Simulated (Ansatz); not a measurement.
## Structure relaxation of RhPb3

Method: DFT PBE, scalar-relativistic, plane waves, PAW in Ansatz 0.2.0. Cutoff 420 eV, Γ-centred k mesh, Gaussian smearing, no spin polarisation in the final step.

RhPb3 was placed on the Cu3Au (L1_2) structure type (Pm-3m, No. 221), with Rh in place of Au, Pb in place of Cu, at a guessed volume.

```xyz
4
Lattice="4.6874 0.0000 0.0000 0.0000 4.6874 0.0000 0.0000 0.0000 4.6874" Properties=species:S:1:pos:R:3 pbc="T T T"
Rh    0.0000    0.0000    0.0000
Pb    0.0000    2.3437    2.3437
Pb    2.3437    0.0000    2.3437
Pb    2.3437    2.3437    0.0000
```

Cell and atoms relax at zero pressure; the relaxation can't lower the symmetry of the start.

Formation energies are uncorrected and refer to the elements' standard structures at the same level.

Question: Which crystal results?

Answer: It keeps Pm-3m (No. 221). The result has the Cu3Au (L1_2) structure. Conventional cell: a = 4.668 Å. Rh is coordinated by 12 Pb at 3.30 Å; Pb has 4 Rh at 3.30 Å and 8 Pb at 3.30 Å.

Space group Pm-3m (No. 221). a = 4.668 Å, b = 4.668 Å, c = 4.668 Å, α = 90.00°, β = 90.00°, γ = 90.00°
| atom | site | symmetry | x | y | z |
| --- | --- | --- | --- | --- | --- |
| Rh | 1a | m-3m | 0.0000 | 0.0000 | 0.0000 |
| Pb | 3c | 4/mm.m | 0.0000 | 0.5000 | 0.5000 |

Question: What are its volume, energy, density and gap?

Answer: The volume per atom is 25.43 Å³, the density is 11.83 g/cm³ and the energy over the elements is 0.28 eV/atom. The gap on the 10×10×10 mesh is 0 eV (a metal).

The final run used a 10×10×10 mesh on its 4-atom cell and 0.10 eV smearing. The k mesh leaves about 4 meV/atom of noise in metals. Spin–orbit coupling is left out. A structure relaxed within its symmetry needn't be a true minimum. The steps took of the order of 40 core-seconds in all.

Cost: 2 runs of about 0.75 core-minutes in all, on Intel Xeon Platinum 8375C (Ice Lake) (shared hosts).